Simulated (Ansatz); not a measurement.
Input for Ansatz (development build ahead of 0.2.0):

```yaml
crystal:
  periodic: [false, false, false]
  atoms:
    - { symbol: C, position_ang: [0.0, 0.75643, 0.0] }
    - { symbol: C, position_ang: [0.0, -0.75643, 0.0] }
    - { symbol: O, position_ang: [1.04609, 1.38992, 0.0] }
    - { symbol: H, position_ang: [-0.99994, 1.22819, 0.0] }
    - { symbol: O, position_ang: [-1.04609, -1.38992, 0.0] }
    - { symbol: H, position_ang: [0.99994, -1.22819, 0.0] }
basis:
  gaussian: { orbitals: cc-pVTZ }
hamiltonian:
  xc: hf
correlation:
  method: mp2
  frozen_orbitals: { C: 1, H: 0, O: 1 }
```

The input is written out in the form of the current development build from the run's settings.

Output:

```json
{
 "Converged": "yes",
 "Reference energy": "-226.67172 hartree",
 "Correlation energy": "-0.77124 hartree",
 "Total energy": "-227.44296 hartree",
 "Spin squared of the determinant": "0.000",
 "Stability test": "minimum among restricted orbitals",
 "Occupied orbitals by symmetry in an Abelian subgroup (alpha; beta)": "7 Ag 1 Au 1 Bg 6 Bu; 7 Ag 1 Au 1 Bg 6 Bu"
}
```

Messages of the program:
```
mean field -6168.05171843 eV, -226.6717197967 hartree, gradient 2.5e-6 eV, S^2 0.000000; 0 other ends of descents recorded, 0 dependent functions left out; unrestricted orbitals would lower it
```

Caution: unrestricted orbitals would lower the determinant.
